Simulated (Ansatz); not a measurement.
# CH2BN− (SMILES [BH2-]C#N): the energy, rung by rung

CH2BN−: 5 atoms, total charge -1, spin state doublet. As SMILES, `[BH2-]C#N`. The coordinates come from a GFN2-xTB relaxation.

```jsonl
{"atom": "B", "x (Å)": "-0.4793", "y (Å)": "0.2013", "z (Å)": "-0.2464"}
{"atom": "C", "x (Å)": "0.7401", "y (Å)": "-0.3109", "z (Å)": "0.3812"}
{"atom": "N", "x (Å)": "1.7294", "y (Å)": "-0.7275", "z (Å)": "0.8900"}
{"atom": "H", "x (Å)": "-0.8894", "y (Å)": "-0.2717", "z (Å)": "-1.2810"}
{"atom": "H", "x (Å)": "-1.1008", "y (Å)": "1.1089", "z (Å)": "0.2562"}
```

Each level gives the energy change with the B1–C2 bond stretched from 1.464 to 3.660 Å (eV). The values are calculated.

```json
{"level": "UBLYP/STO-3G", "kind": "GGA", "program": "Ansatz", "value (eV)": "5.04", "less FCI/STO-3G": "+0.01", "CPU time (all runs)": "6.8 s"}
{"level": "U-r2SCAN/STO-3G", "kind": "meta-GGA", "program": "Ansatz", "value (eV)": "5.33", "less FCI/STO-3G": "+0.30", "CPU time (all runs)": "14 s"}
{"level": "UBHLYP/STO-3G", "kind": "global hybrid", "program": "Ansatz", "value (eV)": "5.37", "less FCI/STO-3G": "+0.34", "CPU time (all runs)": "3.1 s"}
{"level": "UPBE0/STO-3G", "kind": "global hybrid", "program": "Ansatz", "value (eV)": "5.61", "less FCI/STO-3G": "+0.58", "CPU time (all runs)": "7 s"}
{"level": "UCAM-B3LYP/STO-3G", "kind": "range-separated hybrid", "program": "Ansatz", "value (eV)": "5.54", "less FCI/STO-3G": "+0.51", "CPU time (all runs)": "4.2 s"}
{"level": "UMP2/STO-3G", "kind": "perturbation theory", "program": "Ansatz", "value (eV)": "4.21", "less FCI/STO-3G": "-0.82", "CPU time (all runs)": "0.23 s"}
{"level": "UCCSD/STO-3G", "kind": "coupled cluster or CI", "program": "Ansatz", "value (eV)": "5.05", "less FCI/STO-3G": "+0.02", "CPU time (all runs)": "0.5 s"}
{"level": "UCCSDT/STO-3G", "kind": "coupled cluster or CI", "program": "Ansatz", "value (eV)": "5.02", "less FCI/STO-3G": "-0.01", "CPU time (all runs)": "2.7 s"}
{"level": "FCI/STO-3G", "kind": "exact in the basis", "program": "Ansatz", "value (eV)": "5.03", "less FCI/STO-3G": "0.00", "CPU time (all runs)": "5.7 min"}
```

FCI/STO-3G is exact within its basis and frozen core, so for wave-function methods in that basis the difference is their error; functionals converge differently with the basis, so for them it is only a difference. Sets without diffuse functions describe the anion poorly. The first shape isn't each level's own minimum. The values span 4.21 to 5.61 eV. Spin contamination of the reference (⟨S²⟩ at least 0.1 too high) touches UBLYP/STO-3G, U-r2SCAN/STO-3G, UPBE0/STO-3G, UMP2/STO-3G, UCCSD/STO-3G, UCCSDT/STO-3G. All rows use very small basis sets, so none should be taken for the real molecule's value. CPU times are rough (shared hosts, several kinds of processor and program).
